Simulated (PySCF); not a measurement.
FH.

```xyz
2

F      0.0000     0.0000    -0.0925
H      0.0000     0.0000     0.8329
```
Charge 0, spin multiplicity 1.

Geometry: B3LYP-D3(BJ)/def2-TZVPD.

The numbers are results of PBE/pcSseg-2 run with PySCF, not measurements. Non-relativistic, no solvent.

Computed absolute GIAO shielding of each atom: isotropic value and principal components (ppm):
| atom | σ(iso) | σ11 | σ22 | σ33 | span |
|---|---|---|---|---|---|
| F1 | 406.6 | 369.1 | 369.1 | 481.4 | 112.3 |
| H2 | 29.5 | 22.4 | 22.4 | 43.8 | 21.4 |
